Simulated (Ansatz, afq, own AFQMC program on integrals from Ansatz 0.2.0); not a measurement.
# Where AFQMC and coupled cluster stand for SiGeH$_{2}$, singlet

```xyz
4

Si    0.0000    0.0000    1.5778
Ge    0.0000    0.0000   -0.6770
H     0.0000    1.2330    2.4116
H     0.0000   -1.2330    2.4116
```

Connectivity, by distances: SiH2–Ge.

Basis cc-pVDZ. Noble-gas cores (and the filled d shells of Ga–Kr and In–Xe) are frozen. Ansatz 0.2.0 and our own AFQMC program on the same integrals; the CISD trial comes from CCSD amplitudes, and released means the phaseless constraint is let go. ± is one standard error of the sampling. No spin–orbit coupling.

Determinant: RHF, the one that the program's search chose, which needn't be the lowest solution. The geometry is a point of a scan.

No full CI on the walks' own integrals is used here; CCSDT(Q) serves as the reference and is uncertain by about the last step of the cluster series.

Cautions: no relativity below Rb; no spin-orbit coupling; inner d shell frozen; higher spins were not checked; restricted determinant unstable towards unrestricted (UHF 168 meV lower, ⟨S²⟩ 0.76); the ph-AFQMC/HF walk drifts between its halves (2.1 errors).

```
T1 diagnostic                               : 0.0196
weight of the determinant in the CISD state : 0.841
size of the correlated space                : 10 electrons in 36 orbitals
```

| level | correlation energy (eV) |
| --- | --- |
| MP2 | -4.5227 |
| CCSD | -5.5573 |
| CCSD(T) | -5.7850 |

(1) Estimate where phaseless AFQMC with a CISD trial lies against CCSD(T) on the same integrals.

(1) 25.0 ± 11.9 meV below CCSD(T).

Reference: CCSDT(Q), correlation energy -5.839 eV. The released energy is read at 2.40 1/Eh (meV from the phaseless value at times in 1/Eh: -2 ± 13 at 0.24, -4 ± 13 at 0.51, -9 ± 15 at 0.99, -23 ± 15 at 1.62, -15 ± 14 at 2.40).

```tsv
level	E − E(reference) (meV)	share of correlation (%)
CCSD(T)	53.9	99.08
CCSDT	18.0	99.69
ph-AFQMC/HF	-3.7 ± 70.2	100.06
ph-AFQMC/CISD	28.9 ± 11.9	99.50
released AFQMC	13.9 ± 14.1	99.76
```

A walk keeps the symmetry of its determinant, which the program's search chose and which needn't be the lowest solution, so a lower state of the same spin and another symmetry isn't excluded. Released energies are given only where the last usable release times agree within the noise; a slower fall can still hide under it.
